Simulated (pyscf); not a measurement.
Structures and frequencies: ωB97X-D3(BJ)/def2-SVP in PySCF.

PBE/def2-TZVP puts the barrier of methylsilane (H₃C–SiH₃) + H atom (H•) -> H₃C–SiH₂• + hydrogen (H₂) (hydrogen abstraction; doublet surface; H–Si broken, H–H formed) at 0.00 eV and the reaction energy at -0.57 eV, from the separated reactants. What do B3LYP-D3(BJ)/def2-TZVP, M06-2X/def2-TZVP, ωB97M-D3(BJ)/def2-TZVP give on the same structures?

B3LYP-D3(BJ): ΔE‡ = 0.00 eV, ΔE = -0.61 eV; M06-2X: ΔE‡ = 0.23 eV, ΔE = -0.59 eV; ωB97M-D3(BJ): ΔE‡ = 0.20 eV, ΔE = -0.45 eV. PBE's barrier matches one of them and lies within 0.23 eV of the others. Its reaction energy lies among theirs. One saddle was located; it need not be the lowest between these sides. The angle at the transferred H is 177°.
